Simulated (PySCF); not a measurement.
# CH₆NSi−: magnetic properties

Computed with PySCF 2.14.0 and routines of our own; the level stands in each step. Atoms count from 0.

### 1 The system as given

9 atoms, charge -1, multiplicity 1; geometry from: GFN2-xTB.

### 2 Magnetic properties: GIAO KT3/aug-pcSseg-1

Job settings and geometry (Å):

```
{"job": {"kind": "mag", "xc": "KT3", "basis": "aug-pcSseg-1", "isotopologues": 4}, "charge": -1, "multiplicity": 1}
C     -0.968464    -0.301950    -0.073836
N     -0.104747     0.793650    -0.356321
Si     1.641991     0.552854    -0.061913
H     -0.595638    -1.180279    -0.606594
H     -2.005257    -0.115514    -0.417664
H     -1.035838    -0.577278     1.003256
H     -0.437253     1.627351     0.116351
H      1.851531    -0.659955    -0.926559
H      1.667237    -0.132886     1.298101
```

With the program's defaults for keys left out, this is: GIAO KT3/aug-pcSseg-1 magnetisability, rotational g tensor and spin-rotation constants, non-relativistic, gas phase.

Launch:

```sh
$ OMP_NUM_THREADS=1 python excited_run.py task.json out
```

One launch serves the whole session: the jobs run in the order shown.

Q: Estimate the wall time and peak memory of this first job on 1 thread of Arm Neoverse N1, shared host.

About 19 s, with a peak of 0.44 GiB.
